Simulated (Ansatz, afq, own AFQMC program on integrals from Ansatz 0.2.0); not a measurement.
## ZrF, doublet in def2-SVP, levels against CCSDT(Q)

```
atom   x (Å)   y (Å)   z (Å)
  Zr  0.0000  0.0000  0.0000
   F  0.0000  0.0000  1.8888
```

Basis def2-SVP with its core potentials. Noble-gas cores (and the filled d shells of Ga–Kr and In–Xe) are frozen. Integrals, coupled cluster, full CI and functionals: Ansatz 0.2.0; the random walks run on the same integrals in our own AFQMC program. ph-AFQMC/CISD is guided by a CISD state made of CCSD amplitudes; releasing the constraint for a short imaginary time cuts its bias at the price of noise, slowly where states lie close. Uncertainties: one standard error, sampling alone. No spin–orbit coupling. The metal's outer-core s and p shells are frozen, which shifts wave-function levels against functionals.

Determinant: ROHF, the one that the program's search chose, which needn't be the lowest solution. The geometry is a PBE0/def2-TZVP stationary point of this or a neighbouring charge and spin state.

No full CI on the walks' own integrals is used here; CCSDT(Q) serves as the reference and is uncertain by about the last step of the cluster series.

Cautions: no spin-orbit coupling; outer-core shells of the metal frozen; a spin-contaminated unrestricted determinant lies lower (UHF 236 meV lower, ⟨S²⟩ 1.17); released walk and highest rung disagree (by 16 meV at 2.00 1/Eh, later times being noisier); CCSDT(Q) on the UHF determinant differs (46 meV lower), perhaps since the unrestricted series falls towards higher spin.

```
T1 diagnostic                               : 0.0315
weight of the determinant in the CISD state : 0.848
size of the correlated space                : 11 electrons in 40 orbitals
```

Reference: CCSDT(Q), correlation energy -7.385 eV. The released energy is read at 2.00 1/Eh, later times being too noisy (meV from the phaseless value at times in 1/Eh: 1 ± 4 at 0.60, 2 ± 5 at 1.20, 4 ± 6 at 2.00, -10 ± 14 at 3.00, 2 ± 22 at 4.20).

```csv
level,E − E(reference) (meV),share of correlation (%)
HF,7385.3,0.00
MP2,572.1,92.25
CCSD,241.1,96.74
CCSD(T),40.5,99.45
CCSDT,8.6,99.88
ph-AFQMC/CISD,12.7 ± 4.8,99.83
released AFQMC,16.2 ± 6.2,99.78
```

A walk keeps the symmetry of its determinant, which the program's search chose and which needn't be the lowest solution, so a lower state of the same spin and another symmetry isn't excluded. Released energies are given only where the last usable release times agree within the noise; a slower fall can still hide under it.
